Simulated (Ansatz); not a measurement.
# SiHF (triplet): from Hartree-Fock to the top rungs at a displaced geometry (v1), cc-pVDZ

The task here is to estimate one member of a computed series from the others.

The runs use Ansatz 0.2.0, Gaussian basis; cc-pVDZ, core rule «outside noble gas», up to 6 orbitals frozen.

Plan: UHF; CCSD(T) on ROHF; CCSD(T) on UHF; BCCD(T) on ROHF; CISD; CCSDT(Q) on ROHF; CCSDT(Q) on UHF.

37 further runs of the same task are left out: 14 for a known fault of the program, 12 that didn't finish, 11 set aside as unsound or not needed.

**What is computed**

The geometry is a PBE0/def2-TZVP stationary point (not a proven minimum) with its atoms shifted at random (size 0.040 Å).

3 atoms, charge 0, spin multiplicity 3.

Atoms are counted from 1 here; the program's logs count them from 0.

Bond lengths: Si1–F2 1.615 Å, Si1–H3 1.505 Å. Angles: F2–Si1–H3 112.0°.

Set-up of the first run:

The input, in.yaml:

```yaml
crystal:
  periodic: [false, false, false]
  atoms:
    - {symbol: Si, position_ang: [-0.000659, -0.094225, 0.619888]}
    - {symbol: F, position_ang: [-0.001492, 0.073808, -0.986748]}
    - {symbol: H, position_ang: [0.046472, 1.234321, 1.326256]}
basis:
  gaussian: {orbitals: cc-pVDZ}
magnetization: {spin_polarized: true, initial_magnetization: 2}
hamiltonian: {xc: hf}
output: {orbitals: {seedname: orbitals}}
```

Launch:

```console
$ ansatz run in.yaml --threads 1 --pin off --events-out ev --progress --plain --max-ram 2393MiB
```

Steps of the session up to this table: UHF; CCSD(T) on ROHF; CCSD(T) on UHF; BCCD(T) on ROHF; CISD; CCSDT(Q) on ROHF; CCSDT(Q) on UHF.

One table of the session follows, with a row left open; its other results are not shown here.

It belongs to the step «Misses and costs». 

```
   method  from UCCSDT(Q) (meV)
     ROHF               +7451.9
      UHF               +7403.4
     RMP2                +592.7
     UMP2                +584.3
     CISD                +598.6
    RCCSD                +163.6
    UCCSD                +162.5
 RCCSD(T)                 +32.2
 UCCSD(T)                 +31.8
  BCCD(T)                 +28.8
   RCCSDT                 +14.7
   UCCSDT                     ?
RCCSDT(Q)                  +2.6
UCCSDT(Q)                     0
```

Q: Estimate the row for UCCSDT from the others.

The run gave: from UCCSDT(Q) (meV): +14.4. In the column «from UCCSDT(Q) (meV)» it lies between RCCSDT(Q) (+2.6) and RCCSDT (+14.7).

To keep in mind: Restricted and unrestricted rows rest on different reference determinants; where their highest levels disagree by more than a few hundredths of an eV, they describe different states and don't form one ladder.
